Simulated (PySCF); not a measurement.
Start geometry of 2-chlorofuran (`ClC1=CC=CO1`) from GFN2-xTB (Å):
```
atom  x, y, z in Å
Cl1    2.7702   -0.6489   -0.1692
C2     1.1094   -0.2957   -0.0720
C3     0.4540    0.8940    0.0273
C4    -0.9230    0.5571    0.0726
C5    -0.9859   -0.7980   -0.0026
O6     0.2507   -1.3272   -0.0912
H7     0.8917    1.8689    0.0630
H8    -1.7442    1.2390    0.1508
H9    -1.8092   -1.4832   -0.0038
```

**Question.** What comes out of this run: PBE0-D3(BJ)/def2-SVP geometry optimisation, gas phase in PySCF 2.14.0?

**Answer.** 
```
atom  x, y, z in Å
Cl1    2.5752   -0.6969   -0.1433
C2     0.9271   -0.3022   -0.0432
C3     0.2837    0.8961    0.0546
C4    -1.1085    0.5680    0.1014
C5    -1.1833   -0.7894    0.0284
O6     0.0575   -1.3237   -0.0595
H7     0.7489    1.8774    0.0879
H8    -1.9446    1.2595    0.1794
H9    -2.0067   -1.4979    0.0270
```

The energy falls by 2.4 kJ/mol over 6 energy and gradient evaluations, the largest force component goes from 0.0112 to 1.7e-04 Eh/bohr, and the atoms move by 0.019 Å rms after alignment. Among the bonds, C3–H7 and C4–H8 change most and about equally (+0.017 to +0.018 Å). Bonds longer at the end by more than 0.005 Å: 5 of 9; shorter: 0. Rotational constants go from 9345, 2163, 1756 to 9306, 2158, 1752 MHz. The orientation of the end geometry is arbitrary; only internal coordinates are fixed.

The run used 103 basis functions and 37 SCF cycles in all.

PBE0-D3(BJ)/def2-SVP frequencies: not computed here.
